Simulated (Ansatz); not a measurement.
A nudged elastic band was laid between two geometries of AlClFH3 (6 atoms, charge 0, multiplicity 1).

The calculation used RKS PBE-D4/def2-SVPD (Ansatz).

* movable images: 7
* climbing image: yes
* spring: 5.0 eV/Å²
* optimiser: quadratic models (default)
* start path: through a guess of the saddle point
* force threshold: 0.05 eV/Å
* iteration limit: 60
* end points: relaxed

Image 0:

```xyz
6
Properties=species:S:1:pos:R:3
Al -0.615 0.337 -0.362
F -0.782 -0.633 1.079
H -0.920 -0.424 -1.722
H -0.598 1.905 -0.117
H 1.032 -0.845 1.007
Cl 1.883 -0.341 0.115
```

Image 8:

```xyz
6
Properties=species:S:1:pos:R:3
Al -0.256 0.399 -0.525
F -0.503 -0.744 1.180
H -0.951 -0.462 -1.659
H -0.627 1.865 -0.053
H 0.475 -0.878 1.175
Cl 1.863 -0.179 -0.117
```

Q: Which bonds break or form, and what moves?

A: Bonds broken: H5–Cl6. Bonds formed: F2–H5.

Q: What energy profile does the band end with?

A: The forces met the threshold. The highest image is number 4 of 0 to 8, 0.019 eV above the first end and 0.123 eV above the last; the last end lies 0.103 eV below the first. A vibrational analysis at the climbing image gives one clearly imaginary mode, 271i cm⁻¹: a first-order saddle point. The orbitals stay closed-shell, which can raise the energy where a bond breaks towards radicals; this wasn't checked here.

```tsv
image	path coordinate (Å)	energy (eV)	H5–Cl6 (Å)	F2–H5 (Å)
0	0.00	0.000	1.33	1.83
1	0.11	0.000	1.35	1.69
2	0.22	0.006	1.37	1.56
3	0.33	0.015	1.41	1.43
4	0.44	0.019	1.47	1.31
5	0.58	-0.004	1.59	1.17
6	0.71	-0.054	1.72	1.07
7	0.84	-0.091	1.86	1.02
8	0.98	-0.103	2.02	0.99
```

Q: What is the geometry of the highest image?

A: 
```xyz
6
Properties=species:S:1:pos:R:3:forces:R:3
Al -0.454 0.344 -0.407 0.01 0.00 0.00
F -0.574 -0.691 1.109 0.00 0.00 0.00
H -0.930 -0.454 -1.690 0.00 0.00 0.00
H -0.604 1.886 -0.078 0.00 0.00 0.00
H 0.725 -0.766 0.963 -0.03 -0.02 0.04
Cl 1.836 -0.319 0.104 0.03 0.02 -0.04
```

Q: What are the harmonic wavenumbers there?

A: 271i, 314, 363, 485, 514, 599, 716, 760, 941, 1498, 1926, 1950 cm⁻¹.

Run time: 53 s on 2 threads of Arm Neoverse V2, on a shared host, peak memory 0.15 GiB.
